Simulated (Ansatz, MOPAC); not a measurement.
Process, species as SMILES: C(OC)[SiH2][SiH3] [methoxymethyl(silyl)silane] + C (CH4) + O (H2O) + [SiH4] (SiH4) → 2 CO (CH4O) + [SiH3]C (CH6Si) [methylsilane] + [SiH3][SiH3] (Si2H6)

Wanted: bond separation energy (enthalpy at 298 K), in kcal/mol. Terms: 6-311+G** with 5d, 6d on Na to Ar in Ansatz (an electronic-structure program); non-relativistic; spin-orbit terms left out; dispersion terms only where a functional's name holds one; PM7 with its own dispersion and hydrogen-bond terms; frozen cores in correlated levels. CBS marks a two-point X^-3 extrapolation of the correlation energy; Hartree-Fock from the larger set. [CCSD(T)-MP2]/basis is that difference in the basis named. First-principles rows: single points at B3LYP-D3(BJ) geometries (Ansatz), with unscaled harmonic terms from B3LYP/6-31G* (Ansatz) at its own minima. Semi-empirical rows: MOPAC heats of formation at their own minima for 298 K.

```csv
species,coefficient,"E at B3LYP/6-311+G** (Ansatz), Eh","E at PBE/def2-TZVPD (Ansatz), Eh","H(298 K) - E, kcal/mol","heat of formation at PM7 (MOPAC), kcal/mol"
COC[SiH2][SiH3],-1,-736.51803,-735.98143,76.75,-29.92
C (CH4),-1,-40.53392,-40.46301,30.76,-14.40
CO (CH4O),+2,-115.76493,-115.63215,34.95,-48.94
C[SiH3] (CH6Si),+1,-331.25392,-331.00719,41.77,-5.88
O (H2O),-1,-76.45846,-76.38111,15.65,-57.80
[SiH3][SiH3] (Si2H6),+1,-582.63931,-582.27288,34.66,20.53
[SiH4] (SiH4),-1,-291.91461,-291.72111,22.18,12.85
```

Coupled cluster (Ansatz) is a level with limits of its own, used here on species with T1 under 0.025 (0.045 for open shells) and stable references: RI-MP2/CBS(cc-pV(T+d)Z,cc-pV(Q+d)Z)+[CCSD(T)-MP2]/cc-pV(T+d)Z. Value to compare with, RI-MP2/CBS(cc-pV(T+d)Z,cc-pV(Q+d)Z)+[CCSD(T)-MP2]/cc-pV(T+d)Z (Ansatz): 4.3 kcal/mol. 1 Eh = 627.5095 kcal/mol.

### Question
Compute it at each level from the table, and compare with RI-MP2/CBS(cc-pV(T+d)Z,cc-pV(Q+d)Z)+[CCSD(T)-MP2]/cc-pV(T+d)Z (Ansatz).

### Answer

- B3LYP/6-311+G**: the sum of coefficient times E is 0.00193 Eh, or 1.21 kcal/mol; the thermal terms add 0.99. Result: 2.2 kcal/mol. Its difference against RI-MP2/CBS(cc-pV(T+d)Z,cc-pV(Q+d)Z)+[CCSD(T)-MP2]/cc-pV(T+d)Z (Ansatz) is -2.1 kcal/mol.
- PBE/def2-TZVPD: the sum of coefficient times E is 0.00229 Eh, or 1.44 kcal/mol; the thermal terms add 0.99. Result: 2.4 kcal/mol. Its difference against RI-MP2/CBS(cc-pV(T+d)Z,cc-pV(Q+d)Z)+[CCSD(T)-MP2]/cc-pV(T+d)Z (Ansatz) is -1.9 kcal/mol.
- PM7: the sum of coefficient times heat of formation is 6.04 kcal/mol; it needs no thermal term. Its difference against RI-MP2/CBS(cc-pV(T+d)Z,cc-pV(Q+d)Z)+[CCSD(T)-MP2]/cc-pV(T+d)Z (Ansatz) is 1.7 kcal/mol.
